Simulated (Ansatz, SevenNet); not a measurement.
How well does each level of theory give the equilibrium volume per atom of Cu2ZnSnS4 (I-4, No. 82)?

Reference value: 20.02 Å³/atom (measured, temperature not stated, no zero-point or thermal correction, from a published cell, temperature and pressure not stated; as tabulated in Inorganic Chemistry 51, 3346 (2012)).

```tsv
level (code)	value (Å³/atom)	difference (%)
SevenNet-l3i5 (SevenNet)	20.39	+1.8
LDA (Ansatz)	18.81	-6.0
PBE (Ansatz)	20.43	+2.0
PBEsol (Ansatz)	19.41	-3.0
PBE-D3(BJ) (Ansatz)	19.62	-2.0
PBE-D4 (Ansatz)	19.62	-2.0
```

The reference's temperature isn't stated, so close values are not ranked against it. Off by more than 3.8 % (a bound picked here): LDA (-6.0 %).

The measured value isn't corrected to a static lattice, so vibrations enter the comparison. A static lattice is as a rule a little smaller than the measured one.  Ansatz's density-functional and Hartree–Fock values are scalar-relativistic unless marked +SOC, with PAW data made under PBE.

Machine-learned potentials (SevenNet-l3i5) are trained on DFT data, which may include these solids.

Differences are worked out from the printed values.

Ansatz is a first-principles code.
